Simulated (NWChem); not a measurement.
# methane (CH4); SMILES C

```xyz
5

C      0.0000     0.0000     0.0000
H     -0.8540    -0.2418    -0.6465
H      0.8689     0.2544    -0.6213
H     -0.2557     0.8552     0.6396
H      0.2407    -0.8678     0.6282
```
Atoms are numbered in this order, from 1.

Computed with NWChem. Geometry optimised at PBE0/def2-SVP; all other runs use it. 

```json
[
 {"quantity": "−ε(HOMO) (eV)", "level": "PBE0/def2-SVP", "value": "10.88"},
 {"quantity": "cavity-dispersion-structure term (kcal/mol) in water", "level": "PBE0/def2-SVP, SMD", "value": "2.8"},
 {"quantity": "vertical, lowest excitation, singlet (eV)", "level": "PBE0/def2-SVPD, TDA", "value": "10.52"},
 {"quantity": "isotropic polarisability (bohr³), static", "level": "PBE0/def2-SVPD", "value": "16.7"},
 {"quantity": "dipole (D)", "level": "PBE0/def2-SVP", "value": "0.00"},
 {"quantity": "highest harmonic frequency (cm⁻¹)", "level": "PBE0/def2-SVP", "value": "3199"}
]
```
